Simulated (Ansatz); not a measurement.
# SiO2+ (doublet): from Hartree-Fock to the top rungs, def2-QZVPP

The task here is to estimate one member of a computed series from the others.

Program: Ansatz 0.2.0, Gaussian basis. Level of theory: def2-QZVPP, core rule «outside noble gas», up to 7 orbitals frozen. These are calculated values, not measurements.

Plan: UHF; ROHF; CCSD(T) on UHF.

2 further runs of the same task are left out: 2 set aside as unsound or not needed.

## The geometry

The geometry is a PBE0/def2-TZVP stationary point (not a proven minimum) of the parent state, kept for this charge and spin.

3 atoms, charge 1, spin multiplicity 2.

Atoms are counted from 1 here; the program's logs count them from 0.

Bond lengths: Si1–O2 1.506 Å, Si1–O3 1.506 Å. Angles: O2–Si1–O3 180.0°.

Set-up of the first run:

in.yaml

```yaml
crystal:
  periodic: [false, false, false]
  atoms:
    - {symbol: Si, position_ang: [0.000000, 0.000000, 0.000000]}
    - {symbol: O, position_ang: [0.000000, 0.000000, -1.506000]}
    - {symbol: O, position_ang: [0.000000, 0.000000, 1.506000]}
basis:
  gaussian: {orbitals: "def2-QZVPP.json"}
total_charge: 1
magnetization: {spin_polarized: true, initial_magnetization: 1}
hamiltonian: {xc: hf}
output: {orbitals: {seedname: orbitals}}
```

Run with:

```
$ ansatz run in.yaml --threads 1 --pin off --events-out ev --progress --plain --max-ram 2393MiB
```

Steps of the session up to this table: UHF; ROHF; CCSD(T) on UHF.

One of the session's tables, all rows but one given; the rest of the session is left out.

```
  method  from UCCSD(T) (kcal/mol)
    ROHF                   +374.01
     UHF                   +370.98
    UMP2                    +38.11
   UCCSD                         ?
UCCSD(T)                         0
```

Estimate the missing values for UCCSD.

The run gave: from UCCSD(T) (kcal/mol): +18.87. In the column «from UCCSD(T) (kcal/mol)» it lies between UCCSD(T) (0) and UMP2 (+38.11).

The program flags UCCSD(T) as in doubt (see the logs), so the zero of the table is itself unsure.

Limits of these values: The report flags that the cluster equations may have other roots. The program flags UCCSD(T) as in doubt, so the zero of the table is itself unsure. Warnings: coupled cluster took another determinant than the lowest.
